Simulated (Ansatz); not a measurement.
Four-centre ligand exchange

Start structure (BNH₆S, closed shell), relaxed at PBE0-D4/def2-TZVP:

```xyz
9
angstrom
B 0.8012 -0.9121 -0.8607
N 1.1966 0.1951 -0.1342
H 1.5841 -1.4572 -1.5841
H -0.3270 -1.3065 -0.7506
H -2.2853 1.5225 0.4339
S -1.8400 0.9583 1.5671
H 2.1264 0.5765 -0.1772
H 0.5762 0.6893 0.4910
H -1.8323 -0.2659 1.0149
```

The step: BNH₄ ([BH2][NH2]) + H₂S → BH₃S ([BH2][SH]) + NH₃ (still joined by a long B–N bond); bonds formed: B1–S6, N2–H5; bonds broken: H5–S6; bonds weakened to dative contacts: B1–N2. Program: Ansatz 0.2.0. Basis: def2-TZVPP and def2-QZVPP. Cores are frozen in the correlated methods. Extrapolation: Hartree–Fock as exp(−7.88 √X), correlation as X^−2.97. Energies below are by CCSD(T) at an estimated basis limit (MP2 extrapolated from triple and quadruple zeta, plus CCSD(T) − MP2 in triple zeta).

(1) What are the electronic barrier and the energy of the step, from the start structure to the end structure? (Judge from chemistry; the value comes from the calculation.)

T1 diagnostic: at most 0.012.

## Answers

(1) Computed: Barrier 24.83 kcal/mol; step energy -6.96 kcal/mol (downhill); reverse barrier, their difference, 31.79 kcal/mol. Barrier and step energy count from the start structure, the reverse barrier from the end structure.

The saddle point: One imaginary mode of 1005i cm⁻¹.
| pair | start (Å) | saddle (Å) | end (Å) |
| --- | --- | --- | --- |
| B1–S6 | 4.05 | 2.17 | 1.89 |
| N2–H5 | 3.77 | 1.51 | 1.02 |
| B1–N2 | 1.38 | 1.53 | 1.64 |
| H5–S6 | 1.34 | 1.50 | 2.92 |

Zero-point energy (harmonic, PBE0-D4): ZPE is 40.78 kcal/mol at the start and 40.34 kcal/mol at the saddle, so the barrier goes from 24.83 to 24.38 kcal/mol.

Labels in which every atom is bracketed show which atoms are joined, not bond orders.

For scale, one of the runs: CCSD(T)/def2-TZVPP, 188 basis functions, launched by `ansatz run in.yaml --threads 2 --pin off --events-out ev --progress --plain --max-ram 4352MiB`. The run took 41 s on 2 CPU threads of an Arm Neoverse V1 (shared host), with 1.9 GiB of host memory at its peak.
